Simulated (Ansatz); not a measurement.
**Al vacancy in Al**

All numbers below come from DFT PBE, scalar-relativistic, plane waves, PAW (Ansatz 0.2.0). Run with 420 eV cutoff, 6×6×6 k-mesh, Gaussian smearing of 0.10 eV, no spin polarisation.

Host crystal, relaxed:

```cif
data_structure
_symmetry_space_group_name_H-M 'P 1'
_symmetry_Int_Tables_number 1
_cell_length_a 2.8579
_cell_length_b 2.8579
_cell_length_c 2.8579
_cell_angle_alpha 60.000
_cell_angle_beta 60.000
_cell_angle_gamma 60.000
_cell_volume 16.50
loop_
_atom_site_label
_atom_site_type_symbol
_atom_site_fract_x
_atom_site_fract_y
_atom_site_fract_z
_atom_site_occupancy
Al1 Al 0.00000 0.00000 0.00000 1
```

Supercell of 27 atoms, rows in host cell vectors: 0 0 -3; 0 3 -3; 3 0 -3. Atoms relax at the host's cell, keeping the symmetry that the supercell leaves at the site. The cell is small, so energies carry finite-size errors of tenths of an eV. The host is a metal. Atoms are taken from and returned to the elements' standard states.

Defect: Al vacancy at (0.000, 0.000, 0.000) of the host cell.

(1) What is the formation energy of the neutral defect?

(2) Does the neutral defect carry a moment, and how do its surroundings relax?

Results:

(1) 0.70 eV.

(2) The neutral run had no spin polarisation, so a moment wasn't tested. The nearest neighbours before are 12 Al at 2.86 Å; after relaxation the atoms near the site are 12 Al at 2.82 Å; the largest move is 0.04 Å.

Cost: 2 runs of about 1.1 core-minutes in all, on Intel Xeon 6975P-C (Granite Rapids) (shared hosts).